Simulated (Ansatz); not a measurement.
We consider rock-salt BaTe, described by BLYP (PAW; Ansatz, a program for electronic structure).

Run with plane-wave cutoff 520 eV, 8×8×8 k mesh, Fermi–Dirac smearing 0.01 eV, scalar-relativistic PAW data made under PBE.

Properties against volume:

| V (Å³/atom) | P (GPa) | direct gap at Γ (eV) | smallest gap on the k mesh (eV) |
|---|---|---|---|
| 43.943 | 1.79 | 3.046 | 1.765 |
| 44.878 | 1.12 | 2.961 | 1.800 |
| 45.813 | 0.52 | 2.878 | 1.831 |
| 46.747 | -0.02 | 2.798 | 1.860 |
| 47.682 | -0.50 | 2.722 | 1.886 |
| 48.617 | -0.93 | 2.648 | 1.909 |
| 49.552 | -1.32 | 2.578 | 1.931 |

The fundamental gap (1.86 eV at the equilibrium volume, with added k points) lies elsewhere than Γ–Γ.

Spin–orbit coupling is not included; with these elements it can move the gap by several tenths of an eV or more.
